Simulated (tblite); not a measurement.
Compound: C₄H₉S (doublet state).
Cartesian coordinates in Å at the GFN2-xTB level; atoms count from 1:
```
atom  x, y, z in Å
C1     1.3879   -0.6724   -0.6544
C2     0.5022    0.5683   -0.6606
C3    -0.3754    0.6710    0.5883
C4    -1.4074   -0.4433    0.6944
S5    -1.2126    2.2782    0.5957
H6     2.0620   -0.6454   -1.5070
H7     0.7947   -1.5806   -0.7197
H8     1.9859   -0.7120    0.2535
H9     1.1335    1.4583   -0.7164
H10   -0.1406    0.5592   -1.5438
H11    0.2583    0.6740    1.4820
H12   -0.9121   -1.4028    0.8221
H13   -2.0587   -0.2752    1.5490
H14   -2.0184   -0.4778   -0.2052
```

Structure optimised with GFN2-xTB, isolated species. This method treats the open shell by occupation alone, without spin polarisation.

Masses are those of the commonest isotopes; rigid-rotor values at the optimised geometry. The values belong to one conformer with, in the numbering `[CH3:1][CH2:2][C@H:3]([CH3:4])[S:5]`, C1–C2–C3–C4 -65°.

Question: What are A, B and C (MHz)?

Answer: Ia = 74.46, Ib = 211.53, Ic = 265.99 u·Å²; 505379 MHz·u·Å²/I gives A = 6787, B = 2389, C = 1900 MHz.

Question: What kind of rotor is it?

Answer: An asymmetric top: κ = (2 × 2389 − 6787 − 1900)/(6787 − 1900) = -0.80.

Question: Is it planar, by Δ = Ic − Ia − Ib?

Answer: Not planar: Δ = Ic − Ia − Ib = -20.00 u·Å². For a rigid frame Δ = −2 Σ m c², so Σ m c² = 10.00 u·Å² lies off the ab plane: 7.20 from hydrogen and 2.80 from heavier atoms. The atom farthest from that plane is 1.43 Å away.

Question: Estimate the classical rotational partition function at 10 K, 50 K and 200 K.

Answer: Point group C1, symmetry number σ = 1; q = (√π/σ)·√((kT/h)³/(ABC)), k/h = 20836.6 MHz/K: 960 at 10 K, 10700 at 50 K, 85900 at 200 K.

For this open shell read J as N, the rotation without spin; fine and hyperfine splittings come on top. Its GFN2-xTB frequencies are all real (lowest 79 cm⁻¹). Constants of a rigid frame at the computed geometry: no zero-point averaging, no centrifugal distortion.
